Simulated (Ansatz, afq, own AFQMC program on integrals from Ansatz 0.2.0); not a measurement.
# Where AFQMC and coupled cluster stand for AlSiH, triplet

```xyz
3

Si    0.0000    0.0000   -3.0870
Al    0.0000    0.0000    0.3619
H     0.0000    0.0000    2.7250
```

Connectivity, by distances: Si ··· Al ··· H.

Basis 6-31G. Noble-gas cores (and the filled d shells of Ga–Kr and In–Xe) are frozen. Integrals, coupled cluster, full CI and functionals: Ansatz 0.2.0; the random walks run on the same integrals in our own AFQMC program. The CISD trial takes its coefficients from CCSD amplitudes. Released means that phaseless walkers are propagated on without the constraint, phases kept. Error bars are statistical, one sigma.

Determinant: ROHF, the one that the program's search chose, which needn't be the lowest solution. The geometry is a point of a scan.

Full CI on the same integrals is exact in this basis and with this determinant's frozen core.

Cautions: lower spins were not checked; a spin-contaminated unrestricted determinant lies lower (UHF 127 meV lower, ⟨S²⟩ 2.39); raised T1 diagnostic (T1 0.040, weight of the determinant 0.85, largest double 0.13); the released energies are still falling, so no released level is given (meV from the phaseless value at times in 1/Eh: -2 ± 3 at 0.24, -3.9 ± 2.4 at 0.51, -5.1 ± 2.0 at 0.99, -9.4 ± 1.8 at 1.62, -11.4 ± 1.6 at 2.40).

* T1 diagnostic: 0.0402
* weight of the determinant in the CISD state: 0.849
* size of the correlated space: 8 electrons in 18 orbitals

```csv
level,correlation energy (eV)
MP2,-1.4436
CCSD,-2.3594
CCSD(T),-2.4076
```

Problem. Estimate where phaseless AFQMC with a CISD trial lies against CCSD(T) on the same integrals.

Solution. 0.26 ± 0.07 kcal/mol below CCSD(T).

Reference: full CI, correlation energy -2.453 eV.

```json
{"level": "CCSD(T)", "E − E(reference) (kcal/mol)": "1.04", "share of correlation (%)": "98.16"}
{"level": "CCSDT", "E − E(reference) (kcal/mol)": "0.18", "share of correlation (%)": "99.68"}
{"level": "CCSDT(Q)", "E − E(reference) (kcal/mol)": "0.06", "share of correlation (%)": "99.89"}
{"level": "CCSDTQ", "E − E(reference) (kcal/mol)": "0.01", "share of correlation (%)": "99.99"}
{"level": "ph-AFQMC/HF", "E − E(reference) (kcal/mol)": "1.81 ± 0.73", "share of correlation (%)": "96.79"}
{"level": "ph-AFQMC/CISD", "E − E(reference) (kcal/mol)": "0.78 ± 0.07", "share of correlation (%)": "98.62"}
```

CCSDT and higher add their correlation energy to the determinant of the CCSD(T) run, since their own runs factorise the integrals more tightly (a shift of under 2 meV). A walk keeps the symmetry of its determinant, which the program's search chose and which needn't be the lowest solution, so a lower state of the same spin and another symmetry isn't excluded.
